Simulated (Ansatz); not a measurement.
**Two structures, one formula**

Two relaxed structures of AlH₂SO, doublet (PBE0-D4/def2-TZVP; forces vanish, vibrations not checked).

A:

O1  (-0.990, -0.714, 1.327)
Al2  (-0.553, -0.181, -0.261)
S3  (1.419, 0.711, -0.466)
H4  (-1.576, -0.364, -1.439)
H5  (1.700, 0.548, 0.840)
(Å)

B:

```json
{"atom": "O1", "x (Å)": "-1.5455", "y (Å)": "-0.5718", "z (Å)": "-0.2978"}
{"atom": "Al2", "x (Å)": "-0.2727", "y (Å)": "-0.2674", "z (Å)": "0.7777"}
{"atom": "S3", "x (Å)": "1.5832", "y (Å)": "0.6445", "z (Å)": "-0.0005"}
{"atom": "H4", "x (Å)": "-1.5452", "y (Å)": "-0.3840", "z (Å)": "-1.2359"}
{"atom": "H5", "x (Å)": "2.1712", "y (Å)": "0.6490", "z (Å)": "1.2072"}
```

Computed with Ansatz 0.2.0 (basis: def2-TZVPP); correlated methods freeze the cores; orbitals are unrestricted. B3LYP uses VWN-RPA correlation.

**Question.** Which structure is lower at CCSD(T), and by how much? (Judge from chemistry; the value comes from the calculation.)

**Answer.** Computed: B, by 1.668 eV (electronic energy, against the other). By their contacts, A is AlH₂SO ([O][AlH][SH]) and B is AlH₂SO ([OH][Al][SH]).

All methods give the same order:

```tsv
method	E(B) − E(A) (eV)
PBE-D4	-1.793
r2SCAN-D4	-1.686
PBE0-D4	-1.735
B3LYP-D4	-1.612
wB97M-V	-1.577
HF	-0.993
MP2	-2.024
CCSD	-1.597
CCSD(T)	-1.668
```

T1 diagnostic: at most 0.016. ⟨S²⟩ of the unrestricted Hartree–Fock references: 0.75 to 0.76 (a pure state has 0.75).

Labels in which every atom is bracketed show which atoms are joined, not bond orders.

For scale, one of the runs: CCSD(T)/def2-TZVPP, 143 basis functions, launched by `ansatz run in.yaml --threads 2 --pin off --events-out ev --progress --plain --max-ram 4352MiB`. The run took 41 s on 2 CPU threads of an Arm Neoverse V2 (shared host), with 1.7 GiB of host memory at its peak.
